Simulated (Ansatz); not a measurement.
**MgN₂H₄ (SMILES [NH2][Mg][NH2]): a rigid scan of the bond length N1–H5**

The task here is to estimate one member of a computed series from the others.

Method: single points in def2-TZVPP; program: Ansatz 0.2.0, Gaussian basis.

Levels: PBE-D4, r2SCAN-D4, PBE0-D4, B3LYP-D4, wB97M-V, Hartree-Fock, MP2, CCSD, CCSD(T). The scan takes 0.868, 0.897, 0.941, 0.992, 1.048, 1.109, 1.173, 1.241, 1.312 Å.

Correlated methods freeze the cores. The outer core shell of Li, Na, Mg and K is correlated. B3LYP uses VWN-RPA correlation.

18 further runs of the same task are left out: 18 set aside as unsound or not needed.

## Starting geometry

SMILES `[NH2][Mg][NH2]`, 7 atoms, charge 0, spin multiplicity 1.

Atoms are counted from 1 here; the program's logs count them from 0.

Bond lengths: N1–Mg2 2.032 Å, N1–H4 0.981 Å, N1–H5 1.088 Å, Mg2–N3 2.050 Å, N3–H6 1.040 Å, N3–H7 1.052 Å. Angles: Mg2–N1–H4 107.9°, Mg2–N1–H5 107.8°, H4–N1–H5 107.0°, N1–Mg2–N3 178.9°, Mg2–N3–H6 108.7°, Mg2–N3–H7 110.2°, H6–N3–H7 105.1°.

Coordinates:

```mol
H4MgN2
  3D, bonds by distance, orders not assigned

  7  6  0  0  0  0  0  0  0  0999 V2000
   -1.5363   -0.0095   -1.3855 N   0  0
    0.1561    0.0476   -0.2621 Mg  0  0
    1.8713    0.0669    0.8613 N   0  0
   -1.9672   -0.8787   -1.2368 H   0  0
   -2.2141    0.7517   -1.0042 H   0  0
    1.9504   -0.8401    1.3636 H   0  0
    1.8010    0.7941    1.6180 H   0  0
  1  2  8  0
  1  4  8  0
  1  5  8  0
  2  3  8  0
  3  6  8  0
  3  7  8  0
M  END
```

Set-up of the first run:

Input file pre/in.yaml:

```yaml
crystal:
  periodic: [false, false, false]
  atoms:
    - {symbol: N, position_ang: [-1.536300, -0.009500, -1.385500]}
    - {symbol: Mg, position_ang: [0.156100, 0.047600, -0.262100]}
    - {symbol: N, position_ang: [1.871300, 0.066900, 0.861300]}
    - {symbol: H, position_ang: [-1.967200, -0.878700, -1.236800]}
    - {symbol: H, position_ang: [-2.214100, 0.751700, -1.004200]}
    - {symbol: H, position_ang: [1.950400, -0.840100, 1.363600]}
    - {symbol: H, position_ang: [1.801000, 0.794100, 1.618000]}
basis:
  gaussian: {orbitals: def2-SVP}
hamiltonian: {xc: pbe, dispersion: d4}
relax: {f_tol: 0.03, max_steps: 250}
```

The command line of these runs was not kept.

Steps of the session up to this table: A first relaxation in a small basis; Relaxation at PBE0-D4; Reference energies at the minimum; N1–H5 = 0.868 Å; N1–H5 = 0.897 Å; N1–H5 = 0.941 Å; N1–H5 = 0.992 Å; N1–H5 = 1.048 Å; N1–H5 = 1.109 Å; N1–H5 = 1.173 Å; N1–H5 = 1.241 Å; N1–H5 = 1.312 Å.

One table of the session follows, with a row left open; its other results are not shown here.

Energies less that of the minimum at the same level (meV):

| bond length (Å) | PBE-D4 | PBE0-D4 | B3LYP-D4 | wB97M-V | Hartree-Fock |
| --- | --- | --- | --- | --- | --- |
| 0.868 | 664 | 616 | 614 | 611 | 542 |
| 0.897 | 401 | 362 | 362 | 359 | 302 |
| 0.941 | 144 | 120 | 121 | 119 | 82 |
| 0.992 | 12 | 6 | 7 | 6 | -3 |
| 1.009 (minimum) | 0 | 0 | 0 | 0 | 0 |
| 1.048 | ? | ? | ? | ? | ? |
| 1.109 | 150 | 190 | 181 | 188 | 248 |
| 1.173 | 382 | 448 | 430 | 445 | 546 |
| 1.241 | 694 | 789 | 760 | 784 | 929 |
| 1.312 | 1059 | 1184 | 1141 | 1179 | 1371 |

**Question.** Estimate the row for bond length (Å) = 1.048.

**Answer.** PBE-D4: 18; PBE0-D4: 33; B3LYP-D4: 31; wB97M-V: 33; Hartree-Fock: 56.

To keep in mind: A polynomial through the near points puts the CCSD(T) minimum at the PBE0-D4 value.
